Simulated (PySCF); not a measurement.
Computed and reference excited states of `[C-]#[O+]`

Published values to compare with (the computed states carry no symmetry labels, so the two lists aren't matched line by line):

```
         state  E (eV)      f                                        kind of transition  source
         a 3Πr    6.04         Te (adiabatic, minimum to minimum, no zero-point energy)     [1]
      3Π(n→π*)    6.28                                              vertical absorption     [2]
      3Π(n→π*)    6.32                                              vertical absorption     [3]
        a' 3Σ+    6.92         Te (adiabatic, minimum to minimum, no zero-point energy)     [1]
         d 3Δi    7.58         Te (adiabatic, minimum to minimum, no zero-point energy)     [1]
         e 3Σ-    7.96         Te (adiabatic, minimum to minimum, no zero-point energy)     [1]
          A 1Π    8.07         Te (adiabatic, minimum to minimum, no zero-point energy)     [1]
         I 1Σ-    8.07         Te (adiabatic, minimum to minimum, no zero-point energy)     [1]
          D 1Δ    8.17         Te (adiabatic, minimum to minimum, no zero-point energy)     [1]
     3Σ+(π→π*)    8.45                                              vertical absorption     [2]
      1Π(n→π*)    8.49  0.168                                       vertical absorption     [2]
      1Π(n→π*)    8.51                                              vertical absorption     [3]
     3Σ+(π→π*)    8.51                                              vertical absorption     [3]
      3Δ(π→π*)    9.27                                              vertical absorption     [2]
      3Δ(π→π*)    9.36                                              vertical absorption     [3]
     3Σ-(π→π*)    9.80                                              vertical absorption     [2]
     1Σ-(π→π*)    9.88                                              vertical absorption     [3]
     3Σ-(π→π*)    9.88                                              vertical absorption     [3]
     1Σ-(π→π*)    9.92                                              vertical absorption     [2]
      1Δ(π→π*)   10.06                                              vertical absorption     [2]
      1Δ(π→π*)   10.23                                              vertical absorption     [3]
     3Σ+(n.d.)   10.47                                              vertical absorption     [2]
 1Σ+(R, first)   10.78                                              vertical absorption     [3]
     1Σ+(n.d.)   10.95  0.003                                       vertical absorption     [2]
1Σ+(R, second)   11.40                                              vertical absorption     [3]
     1Σ+(n.d.)   11.52  0.200                                       vertical absorption     [2]
         1Π(R)   11.53                                              vertical absorption     [3]
      1Π(n.d.)   11.72  0.106                                       vertical absorption     [2]
```

[1] measured, gas; Huber, Herzberg, Constants of Diatomic Molecules, NIST Chemistry WebBook
[2] computed, theoretical best estimate (aug-cc-pVTZ, frozen core, CC3 geometry), gas; Veril, Scemama, Caffarel, Lipparini, Boggio-Pasqua, Jacquemin, Loos, WIREs Comput. Mol. Sci. 2021, 11, e1517 (QUESTDB)
[3] measured, gas; Loos, Scemama, Blondel, Garniron, Caffarel, Jacquemin (2018), arXiv:1807.02045, literature column

Compound: CO.
SMILES: `[C-]#[O+]`

Method: PySCF, TDDFT B3LYP/def2-SVPD, vertical, gas phase, core orbitals frozen in the response. Geometry: PBE0-D3(BJ)/def2-SVP; no solvent, vibrations or thermal averaging.

Computed singlets: 8.45 eV (f 0.157 summed over 2 states); 9.80 eV (f 0.000); 10.13 eV (f 0.000 summed over 2 states); 11.32 eV (f 0.000); 12.04 eV (f 0.133 summed over 2 states); 12.27 eV (f 0.299); 13.28 eV (f 0.003). Computed triplets (Tamm–Dancoff): 5.96, 5.96, 8.30 eV.

Question: How does the lowest computed singlet compare with the best estimate listed for the lowest singlet (vertical absorption)?

Answer: 8.45 eV against 8.49 eV for 1Π(n→π*) [2]: a difference of -0.04 eV. Geometry and basis of the two calculations needn't be the same.

Question: How does the lowest computed triplet compare with the best estimate listed for the lowest triplet (vertical absorption)?

Answer: 5.96 eV against 6.28 eV for 3Π(n→π*) [2]: a difference of -0.32 eV. Geometry and basis of the two calculations needn't be the same.

n.d. means that the source names no orbital transition; it classes the state at 10.47 eV as Rydberg, the state at 10.95 eV as Rydberg, the state at 11.52 eV as Rydberg and the state at 11.72 eV as Rydberg.

Adiabatic (Te) and 0-0 energies refer to the relaxed excited state and aren't the vertical quantity computed here.

The vertical ionisation energy (ΔSCF) is 14.17 eV, 0.89 eV above S10.
